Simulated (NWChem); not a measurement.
Species: carbonyl sulfide (COS); SMILES O=C=S

```xyz
3

O      0.0000     0.0000    -1.6821
C      0.0000     0.0000    -0.5257
S      0.0000     0.0000     1.0382
```
Atoms are numbered in this order, from 1.

All runs: NWChem. Pople sets run with spherical d functions. The geometry was optimised at PBE0/def2-SVP.

Question: Taking Hartree-Fock/6-311++G** as the yardstick, which of these has the fewest basis functions while keeping “dipole (D)” within 0.05 D of it: Hartree-Fock/6-31+G*; Hartree-Fock/6-31G*; Hartree-Fock/3-21G; Hartree-Fock/STO-3G; Hartree-Fock/6-311G**?

Answer: none of them.
```tsv
level	basis functions	dipole (D)
Hartree-Fock/STO-3G	19	0.06
Hartree-Fock/3-21G	31	0.06
Hartree-Fock/6-31G*	46	0.45
Hartree-Fock/6-31+G*	58	0.64
Hartree-Fock/6-311G**	62	0.56
Hartree-Fock/6-311++G**	74	0.72
```

The yardstick is one finite set, not the basis-set limit.
